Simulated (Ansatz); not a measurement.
# NO2F: how energies converge with the basis set

One table from this session's results is given with a row withheld; the runs are named, their logs left out.

Method: one geometry, several basis sets; program: Ansatz 0.2.0, Gaussian basis.

Levels to be run: PBE0-D4/def2-SVP; ωB97M-V/def2-SVP; PBE0-D4/def2-QZVPP; ωB97M-V/def2-QZVPP; CCSD(T)/cc-pV(D+d)Z; CCSD(T)/cc-pV(T+d)Z; CCSD(T)/cc-pV(Q+d)Z; the functionals' def2-TZVPP values are taken from earlier runs.

## Structure used throughout

An earlier PBE0-D4 in a triple-zeta def2 set relaxation fixed the geometry.

4 atoms, charge 0, spin multiplicity 1.

Atoms are counted from 1 here; the program's logs count them from 0.

Bond lengths: O1–N2 1.170 Å, N2–O3 1.170 Å, N2–F4 1.442 Å. Angles: O1–N2–O3 135.6°, O1–N2–F4 112.2°, O3–N2–F4 112.2°.

Coordinates:

```xyz
4
charge 0, multiplicity 1
O     0.1883    0.4701    1.1202
N     0.0798   -0.0718    0.0892
O     0.4766   -1.0686   -0.3770
F    -0.7447    0.6703   -0.8323
```

Set-up of the first run:

The input, in.yaml:

```yaml
crystal:
  periodic: [false, false, false]
  atoms:
    - {symbol: O, position_ang: [0.188308, 0.470090, 1.120184]}
    - {symbol: N, position_ang: [0.079777, -0.071816, 0.089168]}
    - {symbol: O, position_ang: [0.476620, -1.068612, -0.377039]}
    - {symbol: F, position_ang: [-0.744705, 0.670339, -0.832313]}
basis:
  gaussian: {orbitals: def2-SVP}
hamiltonian: {xc: pbe0, dispersion: d4}
output: {orbitals: {seedname: orbitals}}
```

Started as:

```
$ ansatz run in.yaml --threads 4 --pin off --events-out ev --progress --plain --max-ram 10444MiB
```

Among the steps run: PBE0-D4 in def2-SVP; ωB97M-V in def2-SVP; PBE0-D4 in def2-QZVPP; ωB97M-V in def2-QZVPP.

One of the session's tables, all rows but one given; the rest of the session is left out.

| functional | basis | HOMO (eV) | LUMO (eV) |
| --- | --- | --- | --- |
| PBE0-D4 | def2-SVP | -10.28 | -2.42 |
| PBE0-D4 | def2-TZVPP | -10.43 | -2.54 |
| PBE0-D4 | def2-QZVPP | -10.46 | -2.60 |
| ωB97M-V | def2-SVP | -12.70 | 0.11 |
| ωB97M-V | def2-TZVPP | -12.89 | -0.06 |
| ωB97M-V | def2-QZVPP | ? | ? |

Estimate the missing values for ωB97M-V, def2-QZVPP.

**Answer.** HOMO (eV): -12.93; LUMO (eV): -0.14. In the column «HOMO (eV)» it is the lowest.
